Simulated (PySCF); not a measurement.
Gas-phase reaction: 4 BF₂ + 3 NH₂ → 2 BF₃.NH₃ + 2 BF + N

Method: PySCF energies plus ideal-gas RRHO corrections (1 bar). † marks an energy on the PBE0/def2-TZVP geometry and frequencies; other levels use their own. 6-31G* has spherical d functions here. Open shells (unrestricted): BF₂ (multiplicity 2), NH₂ (multiplicity 2), N (multiplicity 4); the rest are closed-shell singlets. B3LYP is the form with VWN-RPA correlation. Adducts (BF₃.NH₃) have no counterpoise correction, and HF, PBE, BLYP, B3LYP and PBE0 lack dispersion. BF₃.NH₃: computed as isolated molecules; such fragments, hydroxides, amides, oligomers or adducts are transient or little studied in the gas.

```csv
level,"ΔH°(298 K), kJ"
B3LYP/6-31G*,[?]
BLYP/def2-TZVP†,-659
PBE0/def2-QZVP†,-715
LDA/def2-TZVP†,-869
ωB97M-V/def2-TZVP†,[?]
ωB97X-V/def2-TZVP†,[?]
```

**Question.** Complete the blanks.

**Answer.** 
- B3LYP/6-31G*, ΔH°(298 K), kJ: -761
- ωB97M-V/def2-TZVP†, ΔH°(298 K), kJ: -854
- ωB97X-V/def2-TZVP†, ΔH°(298 K), kJ: -811
